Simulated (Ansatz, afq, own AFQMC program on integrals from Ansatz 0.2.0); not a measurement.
CH$_{3}$⁺, singlet in cc-pVDZ, levels against full CI

```xyz
4

C     0.0000    0.0000    0.0000
H     1.6463    0.0209   -0.0004
H    -0.8413    1.4153   -0.0042
H    -0.8050   -1.4362    0.0046
```

Basis cc-pVDZ. Noble-gas cores (and the filled d shells of Ga–Kr and In–Xe) are frozen. Ansatz 0.2.0 and our own AFQMC program on the same integrals; the CISD trial comes from CCSD amplitudes, and released means the phaseless constraint is let go. Error bars are statistical, one sigma.

Determinant: RHF, the one that the program's search chose, which needn't be the lowest solution. The geometry is a point of a scan.

Full CI on the same integrals is exact in this basis and with this determinant's frozen core.

Cautions: the released energies are still falling, so no released level is given (meV from the phaseless value at times in 1/Eh: -4 ± 5 at 0.24, -11 ± 3 at 0.51, -16 ± 3 at 0.99, -20 ± 4 at 1.62, -25 ± 3 at 2.40), though the last usable value meets full CI within the noise.

The T1 diagnostic is 0.0152. The weight of the determinant in the CISD state is 0.882. The size of the correlated space is 6 electrons in 28 orbitals.

Reference: full CI, correlation energy -4.794 eV.

```json
{"level": "HF", "E − E(reference) (meV)": "4793.8", "share of correlation (%)": "0.00"}
{"level": "MP2", "E − E(reference) (meV)": "1117.0", "share of correlation (%)": "76.70"}
{"level": "CCSD", "E − E(reference) (meV)": "194.0", "share of correlation (%)": "95.95"}
{"level": "CCSD(T)", "E − E(reference) (meV)": "46.7", "share of correlation (%)": "99.03"}
{"level": "CCSDT", "E − E(reference) (meV)": "13.1", "share of correlation (%)": "99.73"}
{"level": "CCSDT(Q)", "E − E(reference) (meV)": "2.3", "share of correlation (%)": "99.95"}
{"level": "CCSDTQ", "E − E(reference) (meV)": "0.7", "share of correlation (%)": "99.99"}
{"level": "ph-AFQMC/HF", "E − E(reference) (meV)": "-2.6 ± 37.5", "share of correlation (%)": "100.05"}
{"level": "ph-AFQMC/CISD", "E − E(reference) (meV)": "22.9 ± 4.2", "share of correlation (%)": "99.52"}
```

CCSDT and higher add their correlation energy to the determinant of the CCSD(T) run, since their own runs factorise the integrals more tightly (a shift of under 2 meV). A walk keeps the symmetry of its determinant, which the program's search chose and which needn't be the lowest solution, so a lower state of the same spin and another symmetry isn't excluded.
